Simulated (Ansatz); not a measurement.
# How the smallest direct gap on the k points sampled of α-phase B moves with the method

No measured value is used here.

| level (code) | value (eV) | cell (Å³/atom) |
|---|---|---|
| LDA (Ansatz) | 1.72 | 6.99 |
| PBEsol (Ansatz) | 1.68 | 7.15 |
| r²SCAN (Ansatz) | … | 7.22 |
| HSE06 (Ansatz) | … | 7.15 |
| Hartree–Fock (Ansatz) | 7.92 | 7.42 |
| G0W0@PBEsol (Ansatz) | 2.47 | 7.28 |

Problem. What belongs in the gaps?

Solution. 
- r²SCAN (Ansatz, a quantum-chemistry and plane-wave program), value (eV): 2.04
- HSE06 (Ansatz), value (eV): 2.44

At these levels the smallest gap is indirect and lower: LDA 1.38, PBEsol 1.34, r²SCAN 1.60, HSE06 2.04, Hartree–Fock 7.43, G0W0@PBEsol 2.13 eV. Computed values are for a static lattice.  Values are at the level's own equilibrium cell; G0W0@PBEsol at the measured cell. Cutoffs and k meshes differ between the levels. Ansatz's density-functional and Hartree–Fock values are scalar-relativistic unless marked +SOC, with PAW data made under PBE.
